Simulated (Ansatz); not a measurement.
# HO− with C2H4: structure and interaction energy

Aim: relax the pair, then compute its interaction energy with counterpoise at many levels, up to CCSD(T).

Program: Ansatz 0.2.0, Gaussian basis. Level of theory: PBE0-D4 structure, single points in def2-TZVPPD. These are calculated values, not measurements.

Levels: PBE-D4, revPBE-D4, BLYP-D4, r2SCAN-D4, B97M-V, PBE0-D4, B3LYP-D4, HSE06-D4, wB97X-V, wB97M-V, B2PLYP, Hartree-Fock, MP2, CCSD, CCSD(T). The reference is CCSD(T) extrapolated to the basis limit.

Cores are frozen in the correlated methods. B3LYP uses VWN-RPA correlation. B2PLYP carries no dispersion term here.

176 further runs of the same task are left out: 176 set aside as unsound or not needed.

### 1 The starting structure

The pair, from a GFN2-xTB docking trial: 8 atoms, charge -1, spin multiplicity 1.

Atoms are counted from 1 here; the program's logs count them from 0.

Bond lengths: O1–H2 0.964 Å, C3–C4 1.376 Å, C3–H5 1.088 Å, C3–H6 1.085 Å, C4–H7 1.088 Å, C4–H8 1.090 Å. Angles: C4–C3–H5 116.8°, C4–C3–H6 117.3°, H5–C3–H6 112.7°, C3–C4–H7 119.0°, C3–C4–H8 119.0°, H7–C4–H8 112.9°.

Coordinates:

| atom | x (Å) | y (Å) | z (Å) |
| --- | --- | --- | --- |
| O1 | 0.4280 | 0.0290 | -1.6730 |
| H2 | -0.5108 | -0.1359 | -1.8137 |
| C3 | 0.5561 | -0.1471 | 0.1708 |
| C4 | -0.5288 | 0.1879 | 0.9489 |
| H5 | 0.8191 | -1.2014 | 0.1240 |
| H6 | 1.4260 | 0.4994 | 0.2237 |
| H7 | -0.7913 | 1.2378 | 1.0654 |
| H8 | -1.3983 | -0.4697 | 0.9540 |

Atoms 1 to 2 are fragment A (HO−), the rest fragment B (C2H4).

### 2 A first relaxation in a small basis

File pre/in.yaml:

```yaml
crystal:
  periodic: [false, false, false]
  atoms:
    - {symbol: O, position_ang: [0.428000, 0.029000, -1.673000]}
    - {symbol: H, position_ang: [-0.510800, -0.135900, -1.813700]}
    - {symbol: C, position_ang: [0.556100, -0.147100, 0.170800]}
    - {symbol: C, position_ang: [-0.528800, 0.187900, 0.948900]}
    - {symbol: H, position_ang: [0.819100, -1.201400, 0.124000]}
    - {symbol: H, position_ang: [1.426000, 0.499400, 0.223700]}
    - {symbol: H, position_ang: [-0.791300, 1.237800, 1.065400]}
    - {symbol: H, position_ang: [-1.398300, -0.469700, 0.954000]}
basis:
  gaussian: {orbitals: def2-SVPD}
total_charge: -1
hamiltonian: {xc: pbe, dispersion: d4}
relax: {f_tol: 0.03, max_steps: 250}
```

Started as:

```bash
$ ansatz run in.yaml --threads 2 --pin off --events-out ev --progress --plain --max-ram 5222MiB
```

After this run come: Relaxation at PBE0-D4; PBE-D4/def2-TZVPPD; r2SCAN-D4/def2-TZVPPD; PBE0-D4/def2-TZVPPD; B3LYP-D4/def2-TZVPPD; wB97X-V/def2-TZVPPD; wB97M-V/def2-TZVPPD; B2PLYP/def2-TZVPPD; BLYP-D4/def2-TZVPPD; revPBE-D4/def2-TZVPPD; B97M-V/def2-TZVPPD; HSE06-D4/def2-TZVPPD; CCSD(T)/def2-TZVPPD; MP2/def2-QZVPPD; Vibrations of the pair.

What does the calculation give? Wanted: interaction energy, CCSD(T)/CBS; of it Hartree-Fock; D4 term of PBE0-D4; shortest contact; lowest wavenumber.

As calculated:

| quantity | value |
| --- | --- |
| interaction energy, CCSD(T)/CBS | -10.44 kcal/mol |
| of it Hartree-Fock (basis limit) | -8.40 kcal/mol |
| D4 term of PBE0-D4 | -0.75 kcal/mol |
| shortest contact | O1–H5 1.79 Å |
| lowest wavenumber | 127i cm⁻¹ |

The pair is bound by 10.44 kcal/mol at fixed fragment shapes. Hartree-Fock gives 80 % of it, so electrostatics, induction and charge transfer lead. Among the functionals wB97X-V lands nearest to CCSD(T)/CBS (-0.12 kcal/mol) and HSE06-D4 farthest (-1.53 kcal/mol). By rung, the mean size of the error is: GGA 0.72, meta-GGA 0.70, hybrid 1.11, screened hybrid 1.53, range-separated hybrid 0.22, double hybrid 0.73 kcal/mol. PBE-D4 gives an interaction energy 1.34 kcal/mol too low, an error of 13 % of the reference. CCSD(T) moves by -0.77 kcal/mol from triple zeta to the limit; gaps between functionals far smaller than that don't rank them. An imaginary mode remains, so this is not a true minimum. A lower arrangement may exist. The T1 diagnostic is large here, over the usual mark for main-group molecules (transition-metal compounds often pass it harmlessly), so CCSD(T) itself may be off.
